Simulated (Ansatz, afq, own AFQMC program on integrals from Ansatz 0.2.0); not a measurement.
AFQMC on a folder of integrals that Ansatz 0.2.0 wrote.

```yaml
crystal:
  periodic: [false, false, false]
  atoms:
    - {symbol: Ge, position_ang: [0.000000, -0.166981, 3.211161]}
    - {symbol: Ge, position_ang: [0.000000, 0.166981, -3.211161]}
    - {symbol: H, position_ang: [0.000000, 1.347947, 3.663908]}
    - {symbol: H, position_ang: [0.000000, -1.347947, -3.663908]}
basis:
  gaussian: {orbitals: cc-pVDZ}
magnetization: {spin_polarized: true, initial_magnetization: 2}
correlation: {method: ccsd_t, electrons: outside_noble_gas, hamiltonian_folder: ham}
```

```sh
$ ansatz run in.yaml --threads 1 --pin off --events-out ev --progress --plain --max-ram 1382MiB
```

Options of the walk:

```
--method phaseless --trial cisd --walkers 60 --populations 1 --least-time 40 --time-step 0.005 --steps-per-block 50 --equilibration-blocks 40 --max-blocks 300 --target-error 0.00076 --factor-cut 1e-05 --start spin_pure --seed 6427 --release-times 0.24,0.51,0.99,1.62,2.4 --release-step 0.03 --release-every 4 --taylor-order 6
```

Times are imaginary, in 1/Eh. The walk had a cap of 1086 s. Filled inner d shells are frozen with the cores.

```
orbitals 36  electrons 6 4  factors 247 of 746
reference energy -4151.72544460 Eh
CCSD correlation -0.16458943 Eh in 14 cycles, weight of the determinant in the CISD state 0.8723
energy of the start -4151.889585 Eh
 block  time / (1/Eh)  mean weight  energy / Eh
     1     0.250  0.9983  -4151.887153
     2     0.500  0.9991  -4151.887499
     3     0.750  1.0001  -4151.888152
     4     1.000  1.0001  -4151.889770
     5     1.250  0.9982  -4151.890527
     7     1.750  1.0013  -4151.890723
     9     2.250  0.9999  -4151.891067
    11     2.750  1.0011  -4151.891548
    21     5.250  0.9990  -4151.890640
    31     7.750  0.9995  -4151.891242
    41    10.250  0.9993  -4151.893521
    51    12.750  1.0011  -4151.892928
    61    15.250  1.0003  -4151.898825
    71    17.750  1.0003  -4151.892837
    81    20.250  0.9995  -4151.893060
    91    22.750  1.0000  -4151.889052
   101    25.250  0.9998  -4151.894569
   111    27.750  0.9986  -4151.895777
   116    29.000  1.0002  -4151.899883
   121    30.250  0.9983  -4151.895964
   131    32.750  0.9984  -4151.894595
   141    35.250  1.0007  -4151.893669
   151    37.750  0.9998  -4151.892009
   161    40.250  0.9997  -4151.892362
   171    42.750  0.9996  -4151.893891
   181    45.250  0.9974  -4151.890530
   191    47.750  1.0004  -4151.892633
   196    49.000  0.9995  -4151.891527
blocks merged  error / Eh  count
     1  0.000195  160
     2  0.000236  80
     4  0.000287  40
     8  0.000301  20
    16  0.000339  10
released: time / (1/Eh)  energy / Eh  error  mean overlap
  0.24  -4151.893424  0.000343  0.9953
  0.51  -4151.893812  0.000277  0.9933
  0.99  -4151.893149  0.000191  1.0263
  1.62  -4151.893437  0.000367  1.0373
  2.40  -4151.893549  0.000343  1.0477
energy -4151.893102 +/- 0.000301 Eh
(rows thinned)
```

Task: Estimate how long the walk took on 1 thread of Arm Neoverse V1, with other jobs on the host.

Result: 3.8 min of wall time.

The run passed its tests (sampling time, drift between the halves within three errors, error under three times the target), which doesn't prove that it has relaxed. The second half of the sampling lies above the first by 1.9 errors of their difference, so the energy may still be moving and its error bar be too small.

Against this walk (error 8.2 meV) on the same determinant: CCSD(T) 7.7 meV higher (within the noise), CCSDT(Q) 17.7 meV lower. The error is statistical and leaves out the bias of the constraint. Released to 2.40 1/Eh the energy moves by -12 ± 12 meV (both errors), within twice the noise.

Cautions: constraint bias not in the error; no relativity below Rb; no spin-orbit coupling; inner d shell frozen; lower spins were not checked.

CCSDT and higher add their correlation energy to the determinant of the CCSD(T) run, since their own runs factorise the integrals more tightly (a shift of under 2 meV).
